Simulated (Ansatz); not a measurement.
Gas-phase reaction in SMILES: CC#N [acetonitrile] + 4 [H][H] (H2) -> 2 C (CH4) + N (NH3)

Wanted: energy of full hydrogenation (enthalpy at 298 K), in kcal/mol. Terms: non-relativistic; frozen cores in correlated levels; six Cartesian d functions in 6-31G* and its kin unless marked 5d; no spin-orbit coupling; no dispersion term unless named; LANL2DZ all-electron up to Ne; 6-311+G** with 5d. CBS(X,Y): correlation extrapolated as X^-3; Hartree-Fock from the larger set. [CCSD(T)-MP2]/basis is that difference in the basis named. Ab initio and DFT rows: single points at B3LYP-D3(BJ) geometries (Ansatz, a first-principles code), with unscaled harmonic terms from B3LYP/6-31G* at its own minima.

Measured values: Active Thermochemical Tables 1.112 (ions: stationary electron), as tabulated in the package chemicals; G2/97 table in ASE (Curtiss et al.); they hold spin-orbit and core effects, anharmonicity. 

Value to compare with, the measured value: -64.5 kcal/mol.

| level | program | energy of full hydrogenation (enthalpy at 298 K) (kcal/mol) | error |
|---|---|---|---|
| PBE/STO-3G | Ansatz | -63.5 | 1.0 |
| PBE/3-21G | Ansatz | -56.6 | 7.9 |
| PBE/LANL2DZ | Ansatz | -75.1 | -10.6 |
| PBE/6-31G* | Ansatz | -61.0 | 3.5 |
| PBE/def2-SVP | Ansatz | -66.2 | -1.7 |
| PBE/6-311+G** | Ansatz | -67.3 | -2.8 |
| PBE/def2-TZVPD | Ansatz | -66.0 | -1.5 |
| RI-MP2/CBS(aug-cc-pVTZ,aug-cc-pVQZ)+[CCSD(T)-MP2]/aug-cc-pVTZ | Ansatz | -64.5 | 0.0 |

Among the 6 habitual levels, PBE/LANL2DZ lies farthest from the measured value (-10.6 kcal/mol) and PBE/STO-3G nearest (1.0); 3 of 6 lie above it, and their mean absolute error is 4.6 kcal/mol, the median 3.1. One case shows no general order.

The sets are all those run for this method; runs whose electronic state is in doubt are left out.
